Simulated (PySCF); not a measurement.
## H2N, SMILES `[NH2]` (charge 0, multiplicity 2)

All values below come from r2SCAN-D4/def2-TZVP (PySCF).

```yaml
highest_occupied_spin_orbital: -7.41 eV
dipole_moment: 0.405 e·Å
total_energy: -55.8703 Ha
cost: roughly 24 core-seconds
```

```xyz
3

N     -0.0001     0.4283     0.0000
H      0.8033    -0.2139     0.0000
H     -0.8032    -0.2144     0.0000
```
Charge 0, spin multiplicity 2.
